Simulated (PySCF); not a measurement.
A PySCF script (with the pyscf-properties extension) for the NMR shieldings of `[SiH3]N[SiH3]`, H7NSi2, on a PBE0-D3(BJ)/def2-SVP geometry:

```python
import basis_set_exchange as bse
import numpy as np
from pyscf import gto, dft
from pyscf.prop import nmr

atoms = """
Si    1.556302    0.209584    0.235042
N     0.094085   -0.259241   -0.584790
Si   -1.554488   -0.140459   -0.038393
H     2.615159   -0.830786    0.049006
H     2.123213    1.508081   -0.252467
H     1.230586    0.351962    1.684370
H     0.211819   -0.567537   -1.546920
H    -2.317269   -1.363182   -0.439232
H    -2.287071    1.042003   -0.595890
H    -1.529936   -0.017866    1.448625
"""
names = dict.fromkeys(["Si", "N", "H"], "pcSseg-1")
basis = {el: gto.basis.parse(bse.get_basis(n, elements=[el], fmt="nwchem")) for el, n in names.items()}
mol = gto.M(atom=atoms, basis=basis, charge=0, verbose=0)
mf = dft.RKS(mol, xc="PBE0")
mf.grids.level = 2
mf.grids.alignment = dft.numint.BLKSIZE   # the property module wants whole blocks of grid points
mf.conv_tol = 1e-9
mf.kernel()

calc = nmr.RKS(mf)   # GIAO
C = mf.mo_coeff
Co = C[:, mf.mo_occ > 0]
resp = mf.gen_response(singlet=True, hermi=2)
def vind(x):   # induced exchange potential for any number of trial vectors
    d = np.einsum("pi,xij,qj->xpq", C, 2 * x.reshape(-1, C.shape[1], Co.shape[1]), Co, optimize=True)
    return np.einsum("xpq,pi,qj->xij", resp(d - d.transpose(0, 2, 1)), C, Co, optimize=True).ravel()
mo1, _ = nmr.rhf.solve_mo1(calc, with_cphf=vind)
sigma = calc.kernel(mo1)
for i, s in enumerate(sigma):   # ppm
    w = np.linalg.eigvalsh((s + s.T) / 2)
    print("%2d %-2s iso %8.1f  s11 %8.1f  s22 %8.1f  s33 %8.1f" % (i, mol.atom_pure_symbol(i), w.mean(), *w))
```

**Question.** What are the results?

**Answer.** 
```
 0 Si iso    398.8  s11    356.8  s22    366.0  s33    473.5
 1 N  iso    271.5  s11    243.7  s22    256.3  s33    314.7
 2 Si iso    398.7  s11    356.6  s22    366.0  s33    473.4
 3 H  iso     26.5  s11     22.9  s22     24.7  s33     31.7
 4 H  iso     26.5  s11     22.9  s22     24.7  s33     31.9
 5 H  iso     26.6  s11     23.7  s22     25.6  s33     30.5
 6 H  iso     32.3  s11     22.6  s22     29.8  s33     44.4
 7 H  iso     26.5  s11     23.0  s22     24.7  s33     31.7
 8 H  iso     26.5  s11     22.9  s22     24.7  s33     32.0
 9 H  iso     26.6  s11     23.7  s22     25.6  s33     30.6
```

These numbers come from an equivalent density-fitted implementation of the same equations, which agrees with the script to about 0.01 ppm for H and up to a few tenths of a ppm for heavy atoms, so last digits may differ.

**Question.** Turn these shieldings into chemical shifts. δ = σ(ref) − σ, references computed at the same level: TMS for ²⁹Si (351.99 ppm) and ¹H (31.27 ppm); ¹⁵N (265.67 ppm) against NH3.

**Answer.** Averaging equivalent atoms: Si 0/2: -46.7; N 1: -5.9; H 3/4/5/7/8/9: 4.74; H 6: -1.03 ppm. Experimental scales use liquid or dissolved standards, which lie at an offset from isolated NH3 (liquid NH3: subtract about 20 ppm).

Size and cost of the density-fitted run: 100 basis functions, 8.8 s wall time on 1 thread of an Arm Neoverse N1, shared host; peak memory 0.45 GiB.
